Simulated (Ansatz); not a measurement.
# AlFH4Si: rigid scan of one bond length

Program: Ansatz 0.2.0, driven from Python. Level of theory: B3LYP+D3(BJ)/cc-pVDZ. These are calculated values, not measurements.

## (1) The system

Bond lengths: F1–Al2 1.786 Å, Al2–Si3 2.367 Å, Al2–H4 1.641 Å, Si3–H5 1.449 Å, Si3–H6 1.487 Å, Si3–H7 1.518 Å. Angles: F1–Al2–Si3 120.9°, F1–Al2–H4 120.2°, Si3–Al2–H4 118.9°, Al2–Si3–H5 110.4°, Al2–Si3–H6 109.5°, Al2–Si3–H7 108.2°, H5–Si3–H6 111.3°, H5–Si3–H7 110.0°, H6–Si3–H7 107.4°.

No structure file is read: the coordinates are typed or built in the script.

## (2) The script

The input, scan_alfh4si.py:

```python
import ansatz as az
from ase import Atoms
import numpy as np

BASIS_SET = 'cc-pVDZ'
XC = 'b3lyp'
DISPERSION = 'd3bj'

atoms = Atoms(['F', 'Al', 'Si', 'H', 'H', 'H', 'H'], positions=[
    (-1.4528, -2.2799, 0.2659),
    (-0.1682, -1.1143, 0.6931),
    (0.1194, 0.8831, -0.5445),
    (0.881, -1.4519, 1.9084),
    (-0.8614, 0.9636, -1.6079),
    (0.0235, 2.0518, 0.3699),
    (1.5197, 0.8795, -1.1306),
])
mol = az.Crystal.molecule_from_ase(atoms)

symbols = [site.symbol for site in mol.cartesian_sites]
start = np.array([site.position_ang for site in mol.cartesian_sites])
axis = (start[3] - start[1]) / np.linalg.norm(start[3] - start[1])
moving = [3]
lengths, energies = [1.39, 1.51, 1.64, 1.8, 2.05, 2.46, 2.95, 3.61], []
for length in lengths:
    xyz = start.copy()
    xyz[moving] += (length - np.linalg.norm(start[3] - start[1])) * axis
    point = az.Crystal.molecule()
    for symbol, place in zip(symbols, xyz):
        point = point.atom(symbol, place.tolist())
    calc = (
        point.calculation()
        .basis(gaussian=BASIS_SET)
        .functional(XC, dispersion=DISPERSION)
        .spin('collinear')
    )
    rep = calc.run(threads=1, backend='cpu').report
    energies.append(rep['free_energy_ev'])
    print(f'r = {length:6.3f} A  E = {energies[-1]:.5f} eV  <S^2> = {abs(rep["mean_field"]["state"]["spin_squared"]):.3f}')

print('energy above the lowest point (eV):', [round(e - min(energies), 3) for e in energies])
```

## (3) The input behind the calls

The package turns the script's settings into the engine's input (first run):

```yaml
crystal:
  periodic: [false, false, false]
  atoms:
    - { symbol: F, position_ang: [-1.4528, -2.2799, 0.2659] }
    - { symbol: Al, position_ang: [-0.1682, -1.1143, 0.6931] }
    - { symbol: Si, position_ang: [0.1194, 0.8831, -0.5445] }
    - { symbol: H, position_ang: [0.7207060112222166, -1.4003223688416129, 1.7227296944704154] }
    - { symbol: H, position_ang: [-0.8614, 0.9636, -1.6079] }
    - { symbol: H, position_ang: [0.0235, 2.0518, 0.3699] }
    - { symbol: H, position_ang: [1.5197, 0.8795, -1.1306] }
basis:
  gaussian:
    orbitals: cc-pVDZ
hamiltonian:
  xc: b3lyp
  dispersion: d3bj
magnetization:
  spin_polarized: true
```

## (4) Running it

Command:

```bash
> python scan_alfh4si.py
```

**Question.** How long does this script take on 1 thread of Arm Neoverse V2, shared host, and how much memory does it need?

About 29 s, with a peak of 0.24 GiB.
